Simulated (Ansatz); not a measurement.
**C3H6FN (SMILES [H]/N=C(/C)CF) at revPBE/cc-pVDZ**

Aim: the vertical ionisation energy of C3H6FN at revPBE/cc-pVDZ, from 2 runs. 

The results are computed with Ansatz 0.2.0.

37 further runs of the same task are left out: 37 set aside as unsound or not needed. Runs told in other sessions of the task aren't counted.

## 1. The structure to begin with

C3H6FN has 11 atoms, charge 0, and is taken as a singlet. SMILES: `[H]/N=C(/C)CF`. Geometry: relaxed at PBE0-D4/def2-TZVP. This is one conformer, not always the lowest.

Bond lengths: C1–C2 1.495 Å, C2–N3 1.263 Å, C2–C4 1.506 Å, C4–F5 1.374 Å, C1–H6 1.088 Å, C1–H7 1.094 Å, C1–H8 1.094 Å, N3–H9 1.021 Å, C4–H10 1.096 Å, C4–H11 1.096 Å. Some angles: C1–C2–N3 121.1°, C1–C2–C4 114.9°, N3–C2–C4 124.0°, C2–C4–F5 111.5°, C2–C1–H6 109.5°, C2–C1–H7 110.9°, C2–C1–H8 110.9°, C2–N3–H9 110.1°, C2–C4–H10 110.1°, C2–C4–H11 110.1°.

## 2. A single-point energy at revPBE/cc-pVDZ

The input, molecule.yaml:

```yaml
crystal:
  periodic: [false, false, false]
  atoms:
    - {symbol: C, position_ang: [-0.851800, -0.106700, 1.125200]}
    - {symbol: C, position_ang: [0.034900, 0.427900, 0.047300]}
    - {symbol: "N", position_ang: [0.281100, 1.663300, -0.042300]}
    - {symbol: C, position_ang: [0.588800, -0.610700, -0.891500]}
    - {symbol: F, position_ang: [1.391000, -0.044000, -1.852300]}
    - {symbol: H, position_ang: [-1.197600, 0.713600, 1.751300]}
    - {symbol: H, position_ang: [-0.318300, -0.833200, 1.745700]}
    - {symbol: H, position_ang: [-1.717000, -0.623300, 0.698700]}
    - {symbol: H, position_ang: [0.901000, 1.841000, -0.834400]}
    - {symbol: H, position_ang: [-0.229100, -1.140600, -1.392700]}
    - {symbol: H, position_ang: [1.182500, -1.344300, -0.334400]}
basis:
  gaussian:
    orbitals: cc-pVDZ
hamiltonian:
  xc: {name: revPBE}
accuracy: high
output: {orbitals: {seedname: orbitals}}
```

Launch:

```bash
ansatz run molecule.yaml --threads 1 --pin off --max-ram 2610MiB --events-out events.jsonl --progress --plain --runs-dir runs
```

What it wrote:

```text
Warning: RAYON_NUM_THREADS=1 ignored (pool sized by the plan → 1); use --threads N
Functional definition: revPBE
  name "revPBE"
  parameter kappa = 1.245
  parameter beta = 0.06672455060314922
  exchange = pbe_x(kappa = kappa, mu = beta*pi^2/3)
  correlation = pbe_c(beta = beta)
2422 factors; integrals over basis functions are off by at most 3.3e-9 eV
mean field evaluation 1: about -7404.5141 eV, gradient 6.1e1 eV
mean field evaluation 2: about -7392.2186 eV, gradient 9.0e1 eV
mean field evaluation 4: about -7413.1149 eV, gradient 6.3e0 eV
mean field evaluation 8: about -7413.1995 eV, gradient 7.4e-1 eV
mean field evaluation 16: about -7413.2005 eV, gradient 1.2e-4 eV
mean field -7413.20054267 eV, -272.4300950951 hartree, gradient 4.1e-8 eV, S^2 0.000000; 0 other end points of the search recorded, 0 dependent functions left out
reference -7413.20054661 eV, -272.4300952401 hartree; 20, 20 occupied and 80, 80 virtual orbitals, 2422 factors
Total energy: -7413.20054661 eV, -272.4300952401 hartree
```

It took 9.3 s on 1 thread of Arm Neoverse V2, shared host; peak memory 0.29 GiB.

## 3. The doublet cation at the same level

The input, in.yaml:

```yaml
crystal:
  periodic: [false, false, false]
  atoms:
    - {symbol: C, position_ang: [-0.851800, -0.106700, 1.125200]}
    - {symbol: C, position_ang: [0.034900, 0.427900, 0.047300]}
    - {symbol: "N", position_ang: [0.281100, 1.663300, -0.042300]}
    - {symbol: C, position_ang: [0.588800, -0.610700, -0.891500]}
    - {symbol: F, position_ang: [1.391000, -0.044000, -1.852300]}
    - {symbol: H, position_ang: [-1.197600, 0.713600, 1.751300]}
    - {symbol: H, position_ang: [-0.318300, -0.833200, 1.745700]}
    - {symbol: H, position_ang: [-1.717000, -0.623300, 0.698700]}
    - {symbol: H, position_ang: [0.901000, 1.841000, -0.834400]}
    - {symbol: H, position_ang: [-0.229100, -1.140600, -1.392700]}
    - {symbol: H, position_ang: [1.182500, -1.344300, -0.334400]}
basis:
  gaussian:
    orbitals: cc-pVDZ
total_charge: 1
magnetization:
  spin_polarized: true
  initial_magnetization: 1
hamiltonian:
  xc: {name: revPBE}
accuracy: high
output: {orbitals: {seedname: orbitals}}
```

Launch:

```bash
ansatz run in.yaml --threads 1 --pin off --max-ram 2610MiB --events-out events.jsonl --progress --plain --runs-dir runs
```

What it wrote:

```text
Warning: RAYON_NUM_THREADS=1 ignored (pool sized by the plan → 1); use --threads N
Functional definition: revPBE
  name "revPBE"
  parameter kappa = 1.245
  parameter beta = 0.06672455060314922
  exchange = pbe_x(kappa = kappa, mu = beta*pi^2/3)
  correlation = pbe_c(beta = beta)
2420 factors; integrals over basis functions are off by at most 3.3e-9 eV
mean field evaluation 1: about -7393.1591 eV, gradient 4.8e1 eV
mean field evaluation 2: about -7381.7718 eV, gradient 6.9e1 eV
mean field evaluation 4: about -7403.4070 eV, gradient 8.3e0 eV
mean field evaluation 8: about -7403.6632 eV, gradient 6.6e-1 eV
mean field evaluation 16: about -7403.6657 eV, gradient 4.0e-4 eV
mean field evaluation 32: about -7403.5065 eV, gradient 2.0e0 eV
mean field -7403.66568345 eV, -272.0796954819 hartree, gradient 7.1e-8 eV, S^2 0.754479; 5 other end points of the search recorded, 0 dependent functions left out
reference -7403.66568720 eV, -272.0796956198 hartree; 20, 19 occupied and 80, 81 virtual orbitals, 2420 factors
Total energy: -7403.66568720 eV, -272.0796956198 hartree
```

It took 20 s on 1 thread of Arm Neoverse V2, shared host; peak memory 0.37 GiB.

## 4. Summary of results

Level: revPBE/cc-pVDZ.

| quantity | value |
| --- | --- |
| singlet C3H6FN: total energy | -272.43010 Eh |
| singlet C3H6FN: HOMO energy | -5.78 eV |
| singlet C3H6FN: LUMO energy | -0.76 eV |
| singlet C3H6FN: HOMO–LUMO gap | 5.02 eV |
| doublet cation: total energy | -272.07970 Eh |
| doublet cation: HOMO energy (highest over α and β) | -13.90 eV |
| doublet cation: LUMO energy (lowest over α and β) | -13.12 eV |
| doublet cation: ⟨S²⟩ | 0.754 |
| vertical ionisation energy (to the doublet cation) | 9.535 eV |

**Reading.** Removing an electron at fixed nuclei costs 9.53 eV (220 kcal/mol). −ε(HOMO) before ionisation, 5.78 eV, is 3.75 eV below this ionisation energy.
